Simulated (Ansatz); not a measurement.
## Ansatz (development build ahead of 0.2.0) run

```yaml
crystal:
  periodic: [false, false, false]
  atoms:
    - { symbol: S, position_ang: [0.0, 0.0, 0.0] }
    - { symbol: "N", position_ang: [0.0, 0.0, 4.176] }
basis:
  gaussian: { orbitals: pcseg-2 }
magnetization:
  initial_magnetization: 3
hamiltonian:
  xc: pbe0
```

The input is written out in the form of the current development build from the run's settings.

Output:

```
Converged                       : yes
Total energy                    : -452.45426 hartree
Spin squared of the determinant : 3.750
Stability test                  : minimum among restricted orbitals
```

Caution: stretched shape with no unrestricted run beside it, a lower state can exist; charge can spread falsely over distant fragments.
